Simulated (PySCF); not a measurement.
Compound: HSiF (singlet state).
SMILES: `F[SiH]`

The closed-shell ground state was solved at several levels (PySCF, density fitting, gas phase, non-relativistic). Geometry: PBE0-D3(BJ)/def2-SVP; no solvent, vibrations or thermal averaging.

| level | basis functions | HOMO (eV) | LUMO (eV) | gap (eV) | dipole (D) |
| --- | --- | --- | --- | --- | --- |
| CAM-B3LYP/def2-SVPD | 55 | -8.37 | -1.60 | 6.77 | 1.22 |
| PBE/def2-SVPD | 55 | -5.92 | -3.64 | 2.28 | 1.03 |
| BHandHLYP/def2-SVPD | 55 | -8.09 | -1.78 | 6.31 | 1.28 |
| PBE0/def2-TZVP | 74 | -7.01 | -2.71 | 4.30 | 1.09 |
| PBE0/def2-SVPD | 55 | -7.05 | -2.76 | 4.29 | 1.14 |
| wB97X-D/def2-SVPD | 55 | -8.93 | -0.92 | 8.01 | 1.16 |

Q: Estimate the row for HF/def2-SVPD, a basis of 55 functions; the other rows only guide the guess.

A: HOMO -9.63 eV, LUMO 0.57 eV, gap 10.20 eV, dipole 1.31 D.

Q: Over all these levels, which gives the widest orbital gap and which the narrowest?

A: HF/def2-SVPD (Hartree–Fock, all exact exchange) has the widest, 10.20 eV, and PBE/def2-SVPD (GGA) the narrowest, 2.28 eV. The two share the basis. From the narrowest to the widest the HOMO moves by -3.71 eV and the LUMO by +4.21 eV.

Q: In the def2-SVPD basis, how does the gap go with the fixed share of exact exchange?

A: PBE (0 %) 2.28 eV; PBE0 (25 %) 4.29 eV; BHandHLYP (50 %) 6.31 eV; HF (100 %) 10.20 eV. Each rise in the share widens the gap here.

Q: How far do the dipole and the HOMO energy spread over the levels?

A: The dipole runs from 1.03 to 1.31 D (mean 1.18 D) and the HOMO from -9.63 to -5.92 eV.
